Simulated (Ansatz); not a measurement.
# BNP: the cost of one run

Computed with Ansatz 0.2.0, Gaussian basis. Level: def2-QZVPP, core rule «outside noble gas», up to 7 orbitals frozen.

Plan: UHF; ROHF; CCSD(T) on UHF.

## 1. The geometry

The geometry is a PBE0/def2-TZVP stationary point (not a proven minimum) of the parent state, kept for this charge and spin.

3 atoms, charge 0, spin multiplicity 2.

Atoms are counted from 1 here; the program's logs count them from 0.

Bond lengths: N1–B2 1.334 Å, B2–P3 1.842 Å. Angles: N1–B2–P3 180.0°.

## 2. UHF

The input, in.yaml:

```yaml
crystal:
  periodic: [false, false, false]
  atoms:
    - {symbol: N, position_ang: [0.000000, 0.000000, 1.503167]}
    - {symbol: B, position_ang: [0.000000, 0.000000, 0.169267]}
    - {symbol: P, position_ang: [0.000000, 0.000000, -1.672433]}
basis:
  gaussian: {orbitals: "def2-QZVPP.json"}
magnetization: {spin_polarized: true, initial_magnetization: 1}
hamiltonian: {xc: hf}
output: {orbitals: {seedname: orbitals}}
```

The run is started by

```console
$ ansatz run in.yaml --threads 1 --pin off --events-out ev --progress --plain --max-ram 2393MiB
```

Q: Estimate wall time and peak memory on 1 thread of Arm Neoverse V1, shared host.

About 44 s, with a peak of 0.38 GiB.
